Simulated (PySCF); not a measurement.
## How methods differ on the ionisation energy of B

B [He] 2s2 2p1 (2P) → B⁺ [He] 2s2 (1S), as a difference of total energies. All numbers are calculated (PySCF 2.14, the spin-free X2C one-electron Hamiltonian (Gaussian nucleus), in x2c-SVPall (3s2p1d, 14 functions)). Correlated levels: valence: 1s2 frozen. The calculations carry no spin-orbit coupling.

```tsv
method	ionisation energy (eV)
UHF	8.123
r2SCAN	8.843
LDA	8.703
MP2 (valence)	8.205
CCSD (valence)	8.058
```

Question: Estimate what SCS-MP2 (valence) gives.

Answer: 8.167 eV, closest to MP2 (valence) among the rows shown.

Question: Estimate what CCSD(T) (valence) gives.

Answer: 8.081 eV, closest to CCSD (valence) among the rows shown.

Errors of the correlated levels include the incompleteness of this basis and the frozen core.

The coupled-cluster amplitudes are large for B⁺ (T1 above 0.03 or a double amplitude above 0.15), so a single reference is strained.

For comparison: 8.297 eV (measured; NIST levels, between the centres of gravity of the two terms).
